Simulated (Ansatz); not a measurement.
Geometry optimisation, RKS PBE0/def2-SVPD in Ansatz 0.2.0.

input.yaml

```yaml
crystal:
  periodic: [false, false, false]
  atoms:
    - { symbol: Si, position_ang: [-0.203593, -0.14895, -0.449621] }
    - { symbol: H, position_ang: [-0.303008, 0.802414, 2.041446] }
    - { symbol: H, position_ang: [0.784942, -0.84817, 0.420001] }
    - { symbol: H, position_ang: [0.085688, 1.31265, -0.468468] }
    - { symbol: H, position_ang: [-0.067734, -0.679771, -1.841831] }
    - { symbol: O, position_ang: [-1.76301, -0.41959, 0.084611] }
    - { symbol: Al, position_ang: [-3.272862, -1.221997, 0.046245] }
    - { symbol: H, position_ang: [-3.397533, -2.573226, -0.769913] }
    - { symbol: H, position_ang: [-4.457396, -0.556174, 0.854001] }
    - { symbol: H, position_ang: [-0.973196, 0.594614, 1.892027] }
basis:
  gaussian: { orbitals: def2-SVPD }
hamiltonian:
  xc: pbe0
relax:
  f_tol: 0.03
  max_steps: 50
```

Run as:

```bash
$ ansatz run input.yaml --threads 4 --pin off --max-ram 5120MiB --backend cpu --events-out ev --progress --plain --runs-dir out
```

Question: Where does it end, and by what steps?

Answer: It converged. The force dipped under the threshold on the way, but the program's further checks kept it going. After 17 steps the energy has fallen by 0.164 eV; H2 moved furthest, 0.90 Å.

| step | energy less start (eV) | largest force component (eV/Å) | accepted |
| --- | --- | --- | --- |
| 0 | 0.0000 | 1.609 | yes |
| 1 | -0.1054 | 0.177 | yes |
| 2 | -0.1383 | 0.135 | yes |
| 3 | -0.1505 | 0.107 | yes |
| 4 | -0.1538 | 0.034 | yes |
| 5 | -0.1549 | 0.057 | yes |
| 6 | -0.1554 | 0.141 | yes |
| 7 | -0.1562 | 0.079 | yes |
| 8 | -0.1596 | 0.059 | yes |
| 9 | -0.1605 | 0.105 | yes |
| 10 | -0.1614 | 0.058 | yes |
| 11 | -0.1623 | 0.015 | yes |
| 12 | -0.1627 | 0.075 | yes |
| 13 | -0.1623 | 0.091 | no |
| 14 | -0.1631 | 0.037 | yes |
| 15 | -0.1634 | 0.022 | yes |
| 16 | -0.1636 | 0.022 | yes |
| 17 | -0.1638 | 0.023 | yes |

```xyz
10
Properties=species:S:1:pos:R:3
Si -0.107 -0.277 -0.721
H -0.748 1.093 2.765
H 0.903 -0.852 0.217
H 0.064 1.205 -0.780
H 0.116 -0.846 -2.085
O -1.630 -0.638 -0.185
Al -3.211 -1.229 0.053
H -3.763 -2.332 -0.942
H -4.030 -0.633 1.270
H -1.161 0.770 2.214
```

Whether the end is a true minimum wasn't checked by a vibrational analysis.

Time of the run: 23 s on 4 threads of Arm Neoverse V2 (shared host), peak memory 0.27 GiB.
